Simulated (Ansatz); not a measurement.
A nudged elastic band was laid between two geometries of AlCl2H + H (5 atoms, charge 0, multiplicity 2).

Level of theory: UKS BHLYP/cc-pVDZ (Ansatz).

- movable images: 7
- climbing image: yes
- spring: 20.0 eV/Å²
- optimiser: quadratic models (default)
- start path: through a guess of the saddle point
- force threshold: 0.05 eV/Å
- iteration limit: 60
- end points: relaxed

First end point:

```xyz
5
Properties=species:S:1:pos:R:3
Al -0.016 0.000 -0.227
Cl -0.046 0.000 1.881
H 1.329 0.000 -1.008
Cl -1.867 0.000 -1.240
H 0.020 0.000 5.329
```

Last end point:

```xyz
5
Properties=species:S:1:pos:R:3
Al -0.043 0.000 -0.618
Cl -0.047 0.000 3.663
H 1.300 0.000 -1.484
Cl -1.856 0.000 -1.769
H 0.067 0.000 4.943
```

Task: What changes between the two ends?

Result: Bonds broken: Al1–Cl2. Bonds formed: Cl2–H5. AlCl2H + H becomes AlClH + ClH.

Task: Give the energies along the band, and the barrier.

Result: The forces met the threshold. The highest image is number 4 of 0 to 8, 1.03 eV above the first end and 0.64 eV above the last; the last end lies 0.39 eV above the first. Another band between the same ends (7 images) ends at a top of the same energy, where a vibrational analysis finds 2 clearly imaginary modes.

```json
{"image": "0", "path coordinate (Å)": "0.00", "energy (eV)": "0.00", "Al1–Cl2 (Å)": "2.11", "Cl2–H5 (Å)": "3.45"}
{"image": "1", "path coordinate (Å)": "0.60", "energy (eV)": "0.00", "Al1–Cl2 (Å)": "2.11", "Cl2–H5 (Å)": "3.69"}
{"image": "2", "path coordinate (Å)": "1.21", "energy (eV)": "0.00", "Al1–Cl2 (Å)": "2.11", "Cl2–H5 (Å)": "3.03"}
{"image": "3", "path coordinate (Å)": "1.81", "energy (eV)": "0.11", "Al1–Cl2 (Å)": "2.11", "Cl2–H5 (Å)": "2.35"}
{"image": "4", "path coordinate (Å)": "2.42", "energy (eV)": "1.03", "Al1–Cl2 (Å)": "2.45", "Cl2–H5 (Å)": "1.50"}
{"image": "5", "path coordinate (Å)": "2.93", "energy (eV)": "0.59", "Al1–Cl2 (Å)": "3.01", "Cl2–H5 (Å)": "1.30"}
{"image": "6", "path coordinate (Å)": "3.45", "energy (eV)": "0.44", "Al1–Cl2 (Å)": "3.46", "Cl2–H5 (Å)": "1.29"}
{"image": "7", "path coordinate (Å)": "3.97", "energy (eV)": "0.39", "Al1–Cl2 (Å)": "3.90", "Cl2–H5 (Å)": "1.29"}
{"image": "8", "path coordinate (Å)": "4.48", "energy (eV)": "0.39", "Al1–Cl2 (Å)": "4.28", "Cl2–H5 (Å)": "1.29"}
```

Task: What is the geometry of the highest image?

Result: 
```xyz
5
Properties=species:S:1:pos:R:3
Al -0.071 0.000 0.053
Cl -0.083 0.000 2.503
H 1.321 0.000 -0.697
Cl -1.849 0.000 -1.119
H 0.101 0.000 3.995
```

Run time: 2.6 min on 2 threads of Arm Neoverse V1 (shared host), peak memory 0.17 GiB.
